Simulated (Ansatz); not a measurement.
# NSi2: the cost of one run

Program: Ansatz 0.2.0, Gaussian basis. Level of theory: def2-TZVPP, core rule «outside noble gas», up to 11 orbitals frozen. These are calculated values, not measurements.

The runs, in order: UHF; ROHF; CCSD(T) on UHF.

**1. The system**

The geometry is a PBE0/def2-TZVP stationary point (not a proven minimum).

3 atoms, charge 0, spin multiplicity 4.

Atoms are counted from 1 here; the program's logs count them from 0.

Bond lengths: N1–Si2 1.661 Å, Si2–Si3 2.244 Å. Angles: N1–Si2–Si3 180.0°.

**2. UHF**

Contents of in.yaml:

```yaml
crystal:
  periodic: [false, false, false]
  atoms:
    - {symbol: N, position_ang: [0.000000, 0.000000, -1.854900]}
    - {symbol: Si, position_ang: [0.000000, 0.000000, -0.194400]}
    - {symbol: Si, position_ang: [0.000000, 0.000000, 2.049300]}
basis:
  gaussian: {orbitals: def2-TZVPP}
magnetization: {spin_polarized: true, initial_magnetization: 3}
hamiltonian: {xc: hf}
output: {orbitals: {seedname: orbitals}}
```

The run is started by

```
$ ansatz run in.yaml --threads 1 --pin off --events-out ev --progress --plain --max-ram 2816MiB --backend cpu
```

**Question.** How long does this run take on 1 thread of AMD EPYC 7R13, shared host, and how much memory does it need?

About 12 s, with a peak of 0.38 GiB.
